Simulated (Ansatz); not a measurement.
**LiH (singlet): from Hartree-Fock to the top rungs, 6-31G***

Aim: climb from Hartree-Fock through coupled cluster for LiH (singlet) at one geometry and basis, and see what each rung misses.

The runs use Ansatz 0.2.0, Gaussian basis; 6-31G*, core rule «outside noble gas», up to 1 orbitals frozen.

To be run: UHF; CCSD(T) on RHF; BCCD(T) on RHF; Full CI.

22 further runs of the same task are left out: 10 for a known fault of the program, 1 for a mislabelled method, 1 that didn't finish, 10 set aside as unsound or not needed.

### Step 1. The system

The geometry is an MP2(full)/6-31G* stationary point (not a proven minimum).

2 atoms, charge 0, spin multiplicity 1.

Atoms are counted from 1 here; the program's logs count them from 0.

Bond lengths: Li1–H2 1.640 Å.

### Step 2. UHF

in.yaml

```yaml
crystal:
  periodic: [false, false, false]
  atoms:
    - {symbol: Li, position_ang: [0.000000, 0.000000, 0.000000]}
    - {symbol: H, position_ang: [0.000000, 0.000000, 1.640000]}
basis:
  gaussian: {orbitals: "6-31G*"}
magnetization: {spin_polarized: true, initial_magnetization: 0}
hamiltonian: {xc: hf}
output: {orbitals: {seedname: orbitals}}
```

On the command line:

```
ansatz run in.yaml --threads 1 --pin off --events-out ev --progress --plain --max-ram 2393MiB
```

After this run come: CCSD(T) on RHF; BCCD(T) on RHF; Full CI.

Q: Predict the results of all the runs planned. Wanted: FCI below the RHF energy; RMP2 from FCI; RCCSD from FCI; RCCSD(T) from FCI; T1 diagnostic; effectively unpaired electrons.

**Answer**, as computed:

| quantity | value |
| --- | --- |
| FCI below the RHF energy | -0.6002 eV |
| RMP2 from FCI | +189.5 meV |
| RCCSD from FCI | 0.0 meV |
| RCCSD(T) from FCI | 0.0 meV |
| levels within 1 kcal/mol (43 meV) | RCCSD, RCCSD(T), BCCD(T) |
| T1 diagnostic | 0.031 |
| effectively unpaired electrons | 0.01 |

RCCSD(T) misses by 0.0 meV, 0.0 % of the correlation energy. One determinant dominates. These misses are within one basis, not against nature. With two correlated electrons CCSD is exact in the basis.
